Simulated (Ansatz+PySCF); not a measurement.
Values are calculated unless marked as measured or tabulated.
**Several solutions for singlet O3**

```xyz
3

O     0.8372    0.0000    0.0000
O    -0.4186    0.7250    0.0000
O    -0.4186   -0.7250    0.0000
```

Basis set: STO-3G (spherical functions). Charge 0, multiplicity 1.

UHF was run from several starts with Ansatz (development build ahead of 0.2.0) and PySCF 2.14.0.

```json
{"run": "A", "program": "Ansatz", "start": "stability test followed", "converged": "yes", "energy (hartree)": "-221.36341", "<S²>": "0.26"}
{"run": "B", "program": "PySCF", "start": "guess atom, instabilities followed", "converged": "yes", "energy (hartree)": "-221.36341", "<S²>": "0.26"}
{"run": "C", "program": "Ansatz", "start": "atomic start, no search", "converged": "yes", "energy (hartree)": "-221.36128", "<S²>": "0.00"}
{"run": "D", "program": "Ansatz", "start": "search for the lowest state", "converged": "yes", "energy (hartree)": "-221.36341", "<S²>": "0.26"}
{"run": "E", "program": "PySCF", "start": "program defaults", "converged": "yes", "energy (hartree)": "-221.36128", "<S²>": "0.00"}
{"run": "F", "program": "PySCF", "start": "guess huckel, instabilities followed", "converged": "yes", "energy (hartree)": "-221.36341", "<S²>": "0.26"}
{"run": "G", "program": "PySCF", "start": "guess minao, instabilities followed", "converged": "yes", "energy (hartree)": "-221.36341", "<S²>": "0.26"}
{"run": "H", "program": "PySCF", "start": "guess 1e, instabilities followed", "converged": "yes", "energy (hartree)": "-221.36341", "<S²>": "0.26"}
```

Q: Which runs reached the lowest solution of this kind, and what is wrong with the others?

A: A, B, D, F, G, H reached the lowest solution found. Converged but too high: C by 0.06 eV, E by 0.06 eV. Convergence only shows a stationary point, and even a stable one can lie too high; stability tests and further starts are what find lower ones. Caution: the unrestricted determinant is spin contaminated. Caution: the determinant breaks the point group.
